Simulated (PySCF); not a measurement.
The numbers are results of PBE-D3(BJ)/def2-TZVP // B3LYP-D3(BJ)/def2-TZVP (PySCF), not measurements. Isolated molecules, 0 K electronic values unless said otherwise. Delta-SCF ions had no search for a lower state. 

Reference species (SMILES): `C1[C@]2(C)[C@H]1C2` (neutral, multiplicity 1).

```yaml
S1 oscillator strength: 0.017
vertical ionisation energy (Delta-SCF): 8.69 eV
```

Changed species: `CC=C1CC1`.

**Question.** Predict the effect on the S1 oscillator strength and vertical ionisation energy (Delta-SCF).

**Answer.** the S1 oscillator strength drops by 0.017, to 0.000; the vertical ionisation energy (Delta-SCF) rises by 0.29 eV, to 8.98 eV.
